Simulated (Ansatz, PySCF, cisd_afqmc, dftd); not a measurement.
System: CHO, charge 0, doublet. CHO (SMILES [CH]=O, doublet).
B3LYP-D3(BJ)/def2-TZVP minimum from Ansatz (a first-principles code):
```
C
O 1 1.1718
H 1 1.1249 2 124.43
```
Charge 0, spin multiplicity 2.

Property: enthalpy of formation at 298 K (by atomisation, with ideal-gas terms from PySCF's Hessian at B3LYP-D3(BJ)/def2-TZVP and the atoms' measured values of the G2/97 table; no spin-orbit terms), in kcal/mol. Radicals and triplets start from unrestricted determinants; spin-orbit coupling is neglected. Cores are frozen in correlated methods. Rows without X2C or -DK are non-relativistic. AFQMC/CISD: phaseless, guided by CISD from CCSD amplitudes; bars are statistical, one sigma. Outlying blocks are dropped, and bars are widened where a walk drifts. Over all cases where full CI ran beside it in this data, AFQMC minus full CI had a median of +0.1 mEh and passed +0.4 mEh in a tenth of the cases. CBS(X,Y): correlation extrapolated as X^-3, Hartree-Fock from the larger set (Q,5: extrapolated as (X+1)exp(-9√X)). A bracket is a step between two methods taken in the basis named. Functionals run without relativity, which enters their misses. Double hybrids freeze cores in their MP2 part. 'core' is core correlation in cc-pwCVTZ, 'X2C' scalar relativity in cc-pVTZ-DK, both at CCSD(T). Where a partner has so few electrons that a lower coupled-cluster level is exact, that level stands in.

Measured: 10.0 kcal/mol, 41.8 kJ/mol (G2/97 table in ASE (Curtiss et al.)); atomic spin-orbit terms, which the calculations lack, would raise the computed values.

| level | program | enthalpy of formation at 298 K (kcal/mol) | error against that value |
|---|---|---|---|
| HF/aug-cc-pVQZ | Ansatz | 105.9 | 95.9 |
| PBE-D3(BJ)/def2-TZVPD | Ansatz + dftd3 | -6.4 | -16.4 |
| B3LYP-D4/def2-TZVPD | Ansatz + dftd4 | 8.2 | -1.8 |
| PBE0-D3(BJ)/def2-TZVPD | Ansatz + dftd3 | 8.3 | -1.7 |
| B2GP-PLYP-D3(BJ)/def2-TZVPD | Ansatz + dftd3 | 12.5 | 2.5 |
| MP2/CBS(aug-cc-pVTZ,aug-cc-pVQZ) | Ansatz | -0.7 | -10.7 |
| CCSD/cc-pVDZ | Ansatz | 39.4 | 29.4 |
| AFQMC/CISD/aug-cc-pVTZ | cisd_afqmc | 18.1 ± 0.3 | 8.1 |
| CCSD(T)/CBS(cc-pVQZ,cc-pV5Z) + [CCSDT(Q) - CCSD(T)]/cc-pVDZ + core + X2C | Ansatz | 9.2 | -0.8 |
| CCSD(T)/CBS(cc-pVQZ,cc-pV5Z) + [CCSDT(Q) - CCSD(T)]/cc-pVTZ + [CCSDTQ - CCSDT(Q)]/cc-pVDZ + core + X2C | Ansatz | 9.7 | -0.3 |
